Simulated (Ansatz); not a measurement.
## hcp Mg

Level of theory: r²SCAN (plane waves, PAW; Ansatz, a first-principles code).

Run with plane-wave cutoff 500 eV, 18×12×1 k mesh (along the axes of the cell as run), Fermi–Dirac smearing 0.1 eV, scalar-relativistic PAW data made under PBE.

Cell: relaxed at this level.

```
Quantity                                Value
----------------------------------  ---------
surface energy of the (10-10) face  1.01 J/m²
work function of the (10-10) face     3.82 eV
```

The slab of 10 atoms is relaxed and unreconstructed.

Static lattice: no zero-point or thermal effects.
